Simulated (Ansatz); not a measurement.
A nudged elastic band was laid between two geometries of FH3Si + H2S (8 atoms, charge 0, multiplicity 1).

Level of theory: Ansatz, RKS PBE0-D4/6-31G*.

```yaml
movable_images: 9
climbing_image: yes
spring: 0.1 eV/Å²
optimiser: quadratic models (default)
start_path: through a guess of the saddle point
force_threshold: 0.05 eV/Å
iteration_limit: 60
end_points: relaxed
```

First end point:

```xyz
8
Properties=species:S:1:pos:R:3
Si 0.418 0.065 -0.166
F 0.171 -0.165 1.417
H 1.881 -0.014 -0.419
H -0.090 1.405 -0.551
H -0.282 -1.003 -0.924
S -3.249 0.091 1.078
H -3.338 -1.239 0.894
H -2.100 -0.014 1.771
```

Last end point:

```xyz
8
Properties=species:S:1:pos:R:3
Si -0.410 -0.083 -0.530
F -0.288 0.657 2.635
H 0.579 -0.929 0.181
H -0.049 1.352 -0.474
H -0.532 -0.538 -1.941
S -2.346 -0.189 0.440
H -2.419 -1.533 0.498
H -1.123 0.390 2.292
```

Which bonds break or form, and what moves?

Bonds broken: Si1–F2, S6–H8. Bonds formed: Si1–S6, F2–H8. FH3Si + H2S becomes FH + H4SSi.

What energy profile does the band end with?

The forces met the threshold. The highest image is number 6 of 0 to 10, 168.1 kJ/mol above the first end and 101.9 kJ/mol above the last; the last end lies 66.2 kJ/mol above the first. Another band between the same ends (9 images) ends at a top of the same energy, where a vibrational analysis finds 1 clearly imaginary mode. The orbitals stay closed-shell, which can raise the energy where a bond breaks towards radicals; this wasn't checked here.

| image | path coordinate (Å) | energy (kJ/mol) | Si1–F2 (Å) | S6–H8 (Å) | Si1–S6 (Å) |
| --- | --- | --- | --- | --- | --- |
| 0 | 0.00 | 0.0 | 1.62 | 1.35 | 3.87 |
| 1 | 0.37 | 0.3 | 1.62 | 1.34 | 3.78 |
| 2 | 0.74 | 2.9 | 1.62 | 1.35 | 3.55 |
| 3 | 1.12 | 16.3 | 1.63 | 1.35 | 3.24 |
| 4 | 1.51 | 52.7 | 1.65 | 1.36 | 2.92 |
| 5 | 1.90 | 116.9 | 1.74 | 1.42 | 2.62 |
| 6 | 2.31 | 168.1 | 1.94 | 1.67 | 2.43 |
| 7 | 2.81 | 133.1 | 2.33 | 1.92 | 2.27 |
| 8 | 3.31 | 89.8 | 2.75 | 2.07 | 2.20 |
| 9 | 3.81 | 68.8 | 3.15 | 2.23 | 2.17 |
| 10 | 4.34 | 66.2 | 3.25 | 2.29 | 2.17 |

What is the geometry of the highest image?


```xyz
8
Properties=species:S:1:pos:R:3
Si -0.224 0.022 -0.147
F -0.176 0.123 1.795
H 1.200 -0.383 0.050
H -0.280 1.442 -0.562
H -0.637 -0.904 -1.244
S -2.512 0.020 0.676
H -2.673 -1.316 0.721
H -1.286 0.124 1.811
```

Time of the run: 8.2 min on 1 thread of Arm Neoverse V1, on a shared host, peak memory 0.12 GiB.
